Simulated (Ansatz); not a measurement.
Candidates: zinc-blende CdTe, zinc-blende AgI (metastable phase), zinc-blende ZnSe, zinc-blende AlN (metastable phase), zinc-blende GaP, zinc-blende GaSb. Level: HSE06 in Ansatz (PAW).

Ansatz's runs of these crystals have no spin polarisation.

Spin–orbit coupling is left out, also for the solids with elements from indium on (zinc-blende CdTe, zinc-blende AgI, zinc-blende GaSb); its size isn't shown.

Ansatz's density-functional and Hartree–Fock values are scalar-relativistic unless marked +SOC, with PAW data made under PBE.

Problem. Which of them have a computed lattice constant a between 5.6 and 6.4 Å?

Solution. zinc-blende ZnSe, zinc-blende GaSb. The values: zinc-blende CdTe 6.563 Å; zinc-blende AgI (metastable phase) 6.618 Å; zinc-blende ZnSe 5.701 Å; zinc-blende AlN (metastable phase) 4.365 Å; zinc-blende GaP 5.465 Å; zinc-blende GaSb 6.139 Å.

Ansatz is an electronic-structure program.
